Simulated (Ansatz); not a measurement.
A nudged elastic band was laid between two geometries of BFH₃N (6 atoms, charge 0, multiplicity 1).

The calculation used RKS B3LYP-D4/def2-SVP (Ansatz 0.2.0).

```json
{
 "movable images": "7",
 "climbing image": "yes",
 "spring": "5.0 eV/Å²",
 "optimiser": "quadratic models (default)",
 "start path": "through a guess of the saddle point",
 "force threshold": "0.05 eV/Å",
 "iteration limit": "60",
 "end points": "relaxed"
}
```

First end point:

```xyz
6
Properties=species:S:1:pos:R:3
B 0.109 -0.022 0.107
H 0.150 -0.463 1.231
F 1.233 0.454 -0.446
N -1.079 0.004 -0.621
H -1.955 -0.342 -0.251
H -1.137 0.370 -1.566
```

Last end point:

```xyz
6
Properties=species:S:1:pos:R:3
B -0.585 -0.242 0.266
H 1.237 -0.002 0.690
F 2.068 0.324 0.347
N -1.546 -0.073 -0.690
H -2.519 -0.346 -0.560
H -1.334 0.338 -1.599
```

Q: Which bonds break or form, and what moves?

A: Bonds broken: B1–H2, B1–F3. Bonds formed: H2–F3. BFH3N becomes BH2N + FH.

Q: What energy profile does the band end with?

A: The run converged. The highest image is number 5 of 0 to 8, 108.5 kcal/mol above the first end and 3.4 kcal/mol above the last; the last end lies 105.2 kcal/mol above the first. Neighbouring images differ by up to 1.8 eV, so the band resolves the path poorly. A vibrational analysis at the climbing image gives one clearly imaginary mode, 779i cm⁻¹: a first-order saddle point. The orbitals stay closed-shell, which can raise the energy where a bond breaks towards radicals; this wasn't checked here.

| image | path coordinate (Å) | energy (kcal/mol) | B1–H2 (Å) | B1–F3 (Å) | H2–F3 (Å) |
| --- | --- | --- | --- | --- | --- |
| 0 | 0.00 | 0.0 | 1.21 | 1.34 | 2.20 |
| 1 | 0.32 | 2.9 | 1.20 | 1.34 | 2.12 |
| 2 | 0.64 | 16.5 | 1.19 | 1.36 | 1.90 |
| 3 | 0.96 | 52.6 | 1.18 | 1.50 | 1.61 |
| 4 | 1.28 | 94.2 | 1.25 | 1.76 | 1.36 |
| 5 | 1.59 | 108.5 | 1.43 | 2.00 | 1.10 |
| 6 | 2.02 | 105.6 | 1.77 | 2.40 | 0.97 |
| 7 | 2.44 | 105.2 | 1.85 | 2.59 | 0.96 |
| 8 | 2.87 | 105.2 | 1.89 | 2.71 | 0.96 |

Q: What is the geometry of the highest image?

A: 
```xyz
6
Properties=species:S:1:pos:R:3
B -0.448 -0.301 0.450
H 0.923 -0.076 0.790
F 1.330 0.414 -0.108
N -1.278 -0.074 -0.611
H -2.257 -0.342 -0.608
H -0.948 0.379 -1.460
```

The run took 2.7 min on 1 thread of Arm Neoverse V1, with other jobs on the host, peak memory 0.1 GiB.
